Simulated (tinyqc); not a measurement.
The integration grid: Kohn-Sham B3LYP on finer and finer grids in the sto-6g basis, for CH2, spin multiplicity 3. Computed by the program tinyqc with PySCF. Self-consistent on each grid; the net force on the molecule should vanish.

Geometry (angstrom):

| atom | x | y | z |
|---|---|---|---|
| C | 0.0000 | 0.0000 | 0.0000 |
| H | 0.0000 | 0.9490 | 0.5410 |
| H | 0.0000 | -0.9490 | 0.5410 |

Kohn-Sham energy on Becke grids (radial x angular points per atom):

| grid | points | residual of the electron count | E (hartree) | E - finest (mhartree) | largest net force without grid terms (hartree/bohr) |
|---|---|---|---|---|---|
| 10 x 14 | 416 | -2.05e-02 | -39.03584 | -2.09727 | 2.23e-02 |
| 15 x 26 | 1164 | 2.86e-03 | -39.03684 | -3.09625 | 8.17e-03 |
| 20 x 50 | 2992 | -1.98e-04 | -39.03433 | -0.58443 | 3.13e-03 |
| 30 x 86 | 7728 | 1.40e-04 | -39.03376 | -0.01698 | 7.10e-05 |
| 50 x 194 | 29080 | -2.81e-06 | -39.03375 | 0.00140 | 4.91e-06 |
| 75 x 302 | 67888 | 7.60e-08 | -39.03375 | 0.00000 | 1.63e-06 |
| 120 x 590 | 212176 | -2.27e-09 | -39.03375 | 0.00000 | 1.01e-07 |

What does the comparison show, and why?

The energy is within 0.1 mhartree of the finest grid first at 30 x 86. The error has both signs, since quadrature is not variational. The electron count and the net force are cheap signs of a poor grid.
